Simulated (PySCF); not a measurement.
# How methods differ on the ionisation energy of Li

Li [He] 2s1 (2S) → Li⁺ 1s2 (1S), as a difference of total energies. All numbers are calculated (PySCF 2.14, the spin-free X2C one-electron Hamiltonian (Gaussian nucleus), in aug-cc-pCVTZ-DK with one added diffuse shell each of s, p, d, f type (8s7p5d3f, 75 functions)). Correlated levels: valence and next inner shell: nothing frozen. The calculations carry no spin-orbit coupling.

```
                                method  ionisation energy (eV)
                                   UHF                   5.343
    MP2 (valence and next inner shell)                   5.375
SCS-MP2 (valence and next inner shell)                   5.371
   CCSD (valence and next inner shell)                   5.380
CCSD(T) (valence and next inner shell)                   5.380
```

Question: How much does correlation contribute at CCSD(T) (valence and next inner shell)?

Answer: 5.380 − (5.343) = 0.037 eV, measured against UHF.

Errors of the correlated levels include the incompleteness of this basis.

For comparison: 5.392 eV (measured; NIST Atomic Spectra Database, ionization energies).
